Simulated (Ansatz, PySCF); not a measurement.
C3H4, SMILES C(C)#C. Atoms are numbered in the order given.

```xyz
7

C      0.0000     0.0000    -1.2307
C      0.0000     0.0000     0.2234
C      0.0000     0.0000     1.4230
H      0.8833     0.5100    -1.6205
H     -0.8833     0.5099    -1.6205
H      0.0000    -1.0199    -1.6205
H      0.0000     0.0000     2.4849
```

Geometry: B3LYP-D3(BJ)/def2-TZVP.

Two levels are set side by side: PBE-D3(BJ)/def2-TZVP (Ansatz, an electronic-structure program) and B3LYP-D3(BJ)/def2-TZVP (Ansatz). Each level has its own optimised geometry; the coordinates shown are those of the second. Frequencies come from the Hessian of PySCF at each geometry. Differences are taken from unrounded values.

| quantity | B3LYP-D3(BJ) |
|---|---|
| mean bond length (Å) | 1.165 |
| bond C1–C2 (Å) | 1.454 |
| bond C2–C3 (Å) | 1.200 |
| bond C1–H4 (Å) | 1.092 |
| bond C1–H5 (Å) | 1.092 |
| bond C1–H6 (Å) | 1.092 |
| bond C3–H7 (Å) | 1.062 |
| highest harmonic wavenumber (cm⁻¹) | 3474 |
| mean harmonic wavenumber (cm⁻¹) | 1625 |
| zero-point energy (kcal/mol) | 34.84 |

Problem. What does PBE-D3(BJ) give, and how far is it from B3LYP-D3(BJ)? (The exact figures need the calculation; the answer reports its results.)

Solution. 
| quantity | PBE-D3(BJ) | PBE-D3(BJ) minus B3LYP-D3(BJ) |
|---|---|---|
| mean bond length (Å) | 1.173 | 0.007 |
| bond C1–C2 (Å) | 1.453 | -0.001 |
| bond C2–C3 (Å) | 1.211 | 0.012 |
| bond C1–H4 (Å) | 1.100 | 0.009 |
| bond C1–H5 (Å) | 1.100 | 0.009 |
| bond C1–H6 (Å) | 1.100 | 0.009 |
| bond C3–H7 (Å) | 1.070 | 0.008 |
| highest harmonic wavenumber (cm⁻¹) | 3404 | -70 |
| mean harmonic wavenumber (cm⁻¹) | 1576 | -48 |
| zero-point energy (kcal/mol) | 33.80 | -1.04 |

GGA bonds tend to be longer and softer than those of functionals with exact exchange. Differences between two approximate levels are no errors against the true value.
